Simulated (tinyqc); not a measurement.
Worked calculation: coupled-perturbed Hartree-Fock on RHF in the sto-3g basis, for H2O, spin multiplicity 1. One step of it, computed by the program tinyqc.

Task: Response to a field: uncoupled start. Field along z; U_ai = -mu_ai / (e_a - e_i), alpha = -4 sum U_ai mu_ai.

orbital energies (hartree): MO1 -20.239539, MO2 -1.263860, MO3 -0.618574, MO4 -0.447887, MO5 -0.389468, MO6 0.597722, MO7 0.742753

dipole integrals <a|z|i> (bohr), order a6, a7:
$$\begin{pmatrix}
0.042884 & -0.104189 & 0.000000 & -0.462435 & 0.000000 \\
0.000000 & 0.000000 & -0.629034 & 0.000000 & 0.000000
\end{pmatrix}$$

Give: uncoupled U; uncoupled polarisability.

Result:

uncoupled U, order a6, a7:
$$\begin{pmatrix}
-0.0021 & 0.0560 & 0.0000 & 0.4423 & 0.0000 \\
0.0000 & 0.0000 & 0.4621 & 0.0000 & 0.0000
\end{pmatrix}$$

uncoupled polarisability = 2.0044 bohr^3
